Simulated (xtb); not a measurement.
xtb input (GFN2-xTB):

```bash
xtb mol.xyz --gfn 2 --sp --chrg -1 --uhf 0
```
mol.xyz:
```
12

N     -0.00213402     0.04214599     0.37919140
C     -0.00747060     1.44661146    -0.18378675
C      1.17873129    -0.64720590    -0.07181221
C     -1.17037410    -0.66082446    -0.08351890
H      0.86175233     1.94458640     0.29284521
H     -0.88711575     1.93444762     0.28412978
H      1.27604701    -0.62910707    -1.18225025
H      1.17565772    -1.69085337     0.27324375
H      2.07028400    -0.15669671     0.33315067
H     -1.25682128    -0.64379097    -1.19487271
H     -2.07154558    -0.18070831     0.31251001
H     -1.15863979    -1.70438609     0.26161086
```

Output:

```
           -------------------------------------------------
          |                Calculation Setup                |
           -------------------------------------------------

           -------------------------------------------------
          |                 G F N 2 - x T B                 |
           -------------------------------------------------

        Reference                      10.1021/acs.jctc.8b01176
      * Hamiltonian:
        H0-scaling (s, p, d)           1.850000    2.230000    2.230000
        zeta-weighting                 0.500000
      * Dispersion:
        s8                             2.700000
        a1                             0.520000
        a2                             5.000000
        s9                             5.000000
      * Repulsion:
        kExp                           1.500000    1.000000
        rExp                           1.000000
      * Coulomb:
        alpha                          2.000000
        third order                    shell-resolved
        anisotropic                    true
        a3                             3.000000
        a5                             4.000000
        cn-shift                       1.200000
        cn-exp                         4.000000
        max-rad                        5.000000

          ...................................................
          :                      SETUP                      :
          :.................................................:
          :  # basis functions                  24          :
          :  # atomic orbitals                  24          :
          :  # shells                           16          :
          :  # electrons                        26          :
          :  max. iterations                   250          :
          :  Hamiltonian                  GFN2-xTB          :
          :  restarted?                      false          :
          :  GBSA solvation                  false          :
          :  PC potential                    false          :
          :  electronic temp.          300.0000000     K    :
          :  accuracy                    1.0000000          :
          :  -> integral cutoff          0.2500000E+02      :
          :  -> integral neglect         0.1000000E-07      :
          :  -> SCF convergence          0.1000000E-05 Eh   :
          :  -> wf. convergence          0.1000000E-03 e    :
          :  Broyden damping             0.4000000          :
          :  net charge                         -1          :
          :  unpaired electrons                  0          :
          ...................................................

 iter      E             dE          RMSdq      gap      omega  full diag
   1    -13.5338443 -0.135338E+02  0.406E+00    9.07       0.0  T
   2    -13.6329856 -0.991413E-01  0.244E+00    7.98       1.0  T
   3    -13.6341145 -0.112886E-02  0.142E+00    7.96       1.0  T
   4    -13.6343838 -0.269339E-03  0.136E-01    7.82       1.0  T
   5    -13.6344012 -0.173446E-04  0.735E-02    7.82       1.0  T
   6    -13.6344027 -0.157771E-05  0.238E-02    7.82       1.2  T
   7    -13.6344030 -0.213445E-06  0.524E-03    7.83       5.5  T
   8    -13.6344030 -0.148059E-07  0.854E-04    7.82      33.8  T
   9    -13.6344030 -0.812463E-09  0.304E-04    7.82      95.1  T

   *** convergence criteria satisfied after 9 iterations ***

         #    Occupation            Energy/Eh            Energy/eV
      -------------------------------------------------------------
         1        2.0000           -0.4270125             -11.6196
       ...           ...                  ...                  ...
         7        2.0000           -0.2898949              -7.8884
         8        2.0000           -0.2654101              -7.2222
         9        2.0000           -0.2621946              -7.1347
        10        2.0000           -0.1882275              -5.1219
        11        2.0000           -0.1587457              -4.3197
        12        2.0000           -0.1460155              -3.9733
        13        2.0000           -0.0089486              -0.2435 (HOMO)
        14                          0.2786006               7.5811 (LUMO)
        15                          0.2992245               8.1423
        16                          0.3059903               8.3264
        17                          0.3119386               8.4883
        18                          0.3514082               9.5623
       ...                                ...                  ...
        24                          0.4866841              13.2433
      -------------------------------------------------------------
                  HL-Gap            0.2875492 Eh            7.8246 eV
             Fermi-level            0.1348260 Eh            3.6688 eV

 SCC (total)                   0 d,  0 h,  0 min,  0.010 sec
 SCC setup                      ...        0 min,  0.000 sec (  2.289%)
 Dispersion                     ...        0 min,  0.000 sec (  2.625%)
 classical contributions        ...        0 min,  0.000 sec (  0.527%)
 integral evaluation            ...        0 min,  0.001 sec ( 13.318%)
 iterations                     ...        0 min,  0.005 sec ( 49.407%)
 molecular gradient             ...        0 min,  0.003 sec ( 27.738%)
 printout                       ...        0 min,  0.000 sec (  3.626%)

         :::::::::::::::::::::::::::::::::::::::::::::::::::::
         ::                     SUMMARY                     ::
         :::::::::::::::::::::::::::::::::::::::::::::::::::::
         :: total energy             -13.481819339190 Eh    ::
         :: gradient norm              0.041575191589 Eh/a0 ::
         :: HOMO-LUMO gap              7.824612292402 eV    ::
         ::.................................................::
         :: SCC energy               -13.634398610189 Eh    ::
         :: -> isotropic ES            0.150265358603 Eh    ::
         :: -> anisotropic ES          0.006545278232 Eh    ::
         :: -> anisotropic XC          0.010783610436 Eh    ::
         :: -> dispersion             -0.007557229302 Eh    ::
         :: repulsion energy           0.152579270999 Eh    ::
         :: add. restraining           0.000000000000 Eh    ::
         :: total charge              -1.000000000000 e     ::
         :::::::::::::::::::::::::::::::::::::::::::::::::::::

           -------------------------------------------------
          |                Property Printout                |
           -------------------------------------------------

    * Orbital Energies and Occupations

         #    Occupation            Energy/Eh            Energy/eV
      -------------------------------------------------------------
         1        2.0000           -0.4270125             -11.6196
         2        2.0000           -0.4120518             -11.2125
         3        2.0000           -0.3619961              -9.8504
         4        2.0000           -0.3282355              -8.9317
         5        2.0000           -0.3154279              -8.5832
         6        2.0000           -0.3104802              -8.4486
         7        2.0000           -0.2898949              -7.8884
         8        2.0000           -0.2654101              -7.2222
         9        2.0000           -0.2621946              -7.1347
        10        2.0000           -0.1882275              -5.1219
        11        2.0000           -0.1587457              -4.3197
        12        2.0000           -0.1460155              -3.9733
        13        2.0000           -0.0089486              -0.2435 (HOMO)
        14                          0.2786006               7.5811 (LUMO)
        15                          0.2992245               8.1423
        16                          0.3059903               8.3264
        17                          0.3119386               8.4883
        18                          0.3514082               9.5623
        19                          0.3731074              10.1528
        20                          0.3736395              10.1672
        21                          0.4274960              11.6328
        22                          0.4384666              11.9313
        23                          0.4780725              13.0090
        24                          0.4866841              13.2433
      -------------------------------------------------------------
                  HL-Gap            0.2875492 Eh            7.8246 eV
             Fermi-level            0.1348260 Eh            3.6688 eV

     #   Z          covCN         q      C6AA      α(0)
     1   7 N        2.718    -0.258    26.679     7.671
     2   6 C        2.775    -0.288    35.943     9.819
     3   6 C        3.722     0.030    20.176     6.415
     4   6 C        3.722     0.030    20.176     6.415
     5   1 H        0.922    -0.175     9.107     4.720
     6   1 H        0.922    -0.175     9.107     4.720
     7   1 H        0.921    -0.032     3.679     3.000
     8   1 H        0.923    -0.043     3.931     3.101
     9   1 H        0.924    -0.007     3.182     2.790
    10   1 H        0.921    -0.032     3.679     3.000
    11   1 H        0.924    -0.007     3.182     2.790
    12   1 H        0.923    -0.043     3.931     3.101

 Mol. C6AA /au·bohr⁶  :       1405.609607
 Mol. C8AA /au·bohr⁸  :      27248.282521
 Mol. α(0) /au        :         57.539431

Wiberg/Mayer (AO) data.
largest (>0.10) Wiberg bond orders for each atom

 ---------------------------------------------------------------------------
     #   Z sym  total        # sym  WBO       # sym  WBO       # sym  WBO
 ---------------------------------------------------------------------------
     1   7 N    3.022 --     4 C    1.041     3 C    1.041     2 C    0.870
     2   6 C    2.834 --     5 H    0.957     6 H    0.957     1 N    0.870
     3   6 C    3.997 --     1 N    1.041     9 H    0.983     8 H    0.977
                             7 H    0.963
     4   6 C    3.997 --     1 N    1.041    11 H    0.983    12 H    0.977
                            10 H    0.963
     5   1 H    0.969 --     2 C    0.957
     6   1 H    0.969 --     2 C    0.957
     7   1 H    0.999 --     3 C    0.963
     8   1 H    0.998 --     3 C    0.977
     9   1 H    1.000 --     3 C    0.983
    10   1 H    0.999 --     4 C    0.963
    11   1 H    1.000 --     4 C    0.983
    12   1 H    0.998 --     4 C    0.977
 ---------------------------------------------------------------------------

Topologies differ in total number of bonds
Writing topology from bond orders to xtbtopo.mol

molecular dipole:
                 x           y           z       tot (Debye)
 q only:        0.011      -1.806      -0.193
   full:        0.011      -2.061       0.120       5.246
molecular quadrupole (traceless):
                xx          xy          yy          xz          yz          zz
 q only:        2.522       0.056      -6.609      -0.004      -0.691       4.087
  q+dip:        3.232       0.047      -6.594      -0.012       1.939       3.362
   full:        3.749       0.047      -6.055      -0.004       1.887       2.306

           -------------------------------------------------
          | TOTAL ENERGY              -13.481819339190 Eh   |
          | GRADIENT NORM               0.041575191589 Eh/α |
          | HOMO-LUMO GAP               7.824612292402 eV   |
           -------------------------------------------------

------------------------------------------------------------------------
------------------------------------------------------------------------
 total:
 SCF:
Note: The following floating-point exceptions are signalling: IEEE_UNDERFLOW_FLAG IEEE_DENORMAL
normal termination of xtb
```

It need not be the lowest isomer of its formula. Whether it binds its extra electron was not tested at this geometry.
